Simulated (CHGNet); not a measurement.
hcp Zn

The numbers are results of the machine-learned potential CHGNet-r²SCAN (trained on r²SCAN data), not measurements.

Cell (relaxed at this level):

```cif
data_Zn2
_chemical_formula_sum 'Zn2'
_space_group_name_H-M_alt 'P 1'
_space_group_IT_number 1
_cell_length_a 2.58711
_cell_length_b 2.58711
_cell_length_c 5.03681
_cell_angle_alpha 90.000
_cell_angle_beta 90.000
_cell_angle_gamma 120.000
loop_
_space_group_symop_operation_xyz
  'x, y, z'
loop_
_atom_site_label
_atom_site_type_symbol
_atom_site_fract_x
_atom_site_fract_y
_atom_site_fract_z
_atom_site_occupancy
Zn1 Zn 0.66667 0.33333 0.75000 1
Zn2 Zn 0.33333 0.66667 0.25000 1
```

For hcp Zn, the vacancy formation energy is 0.021 eV.

Measured, for comparison: vacancy formation energy 0.54 eV (not corrected to a static lattice, monovacancy; as tabulated in Garrity and Choudhary (2023), arXiv:2112.11585). Computed (rounded) less measured: vacancy formation energy -0.52 eV.

A machine-learned potential is trained on density-functional data: it inherits that level's misses and adds fitting errors of its own.

Note: elastic tensor is asymmetric by over 3 %: noisy; the model gives imaginary modes for this phase (in the spectrum interpolated from a supercell).
